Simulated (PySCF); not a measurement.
Structure from 2D NMR

Compound of formula C3H3F3. Correlations simulated from computed shifts and couplings:

HSQC (one-bond C–H):
```csv
δH,δC,"¹J(C,H) (Hz)"
6.23,137.1,174
6.22,130.2,169
5.85,130.2,170
```

COSY cross peaks (|J| ≥ 2 Hz):
```csv
δH,δH,abs. J (Hz),bonds
6.23,6.22,19.1,3
6.23,5.85,12.8,3
```

HMBC (two and three bonds, |J| ≥ 2.5 Hz):
```csv
δH,δC [abs. J in Hz]
6.23,133.6 [4.6]
6.22,"137.1 [3.5], 133.6 [8.4]"
5.85,133.6 [15.5]
```

Carbons without hydrogens: δ 133.6.

All values are calculated (PySCF 2.14.0 with density-fitted response routines): J: B3LYP/pcJ-2, PBE0-D3(BJ)/def2-TZVP geometry, GIAO B97-2/pcSseg-2 shieldings. Gas phase, a single conformation, equivalent nuclei averaged, no relativistic terms.

Shifts are taken against calculated references (same method and geometry level): ¹H, ¹³C against TMS.

Exchangeable hydrogens are left out of these lists, and C,H couplings along chains are those of one rotamer, so weak HMBC peaks may be missing or extra.

Task: Work out the connectivity.

Result: `C=CC(F)(F)F`.

Atom-mapped SMILES (the numbers label the heavy atoms): `[CH2:1]=[CH:2][C:3]([F:4])([F:5])[F:6]`. Each H is labelled by its parent atom. Ha(C1) is cis to C3; Hb(C1) is trans to C3.

δC 137.1 is C2, an alkene CH (δH 6.23). δC 133.6 is C3, a CF3 carbon. δC 130.2 is C1, a terminal =CH2 carbon (δH 5.85, 6.22). HMBC from δH 6.23 reaches the proton-free carbon C3. HMBC from δH 6.22 reaches the proton-free carbon C3. HMBC from δH 5.85 reaches the proton-free carbon C3. COSY links 6.23–6.22, 6.23–5.85.

The data come from this structure; uniqueness wasn't tested.

Common functionals overestimate the size of one-bond C–F couplings by tens of Hz; these are unscaled. Shifts are as computed. Against solution values, carbons near 30 ppm lie about +3 ppm off and those near 130 ppm about +7 ppm. Of 1211 compounds with measured shifts, 218 miss one by over three times the rms of a fit or turn the order of signals round; such compounds aren't used in these exercises.
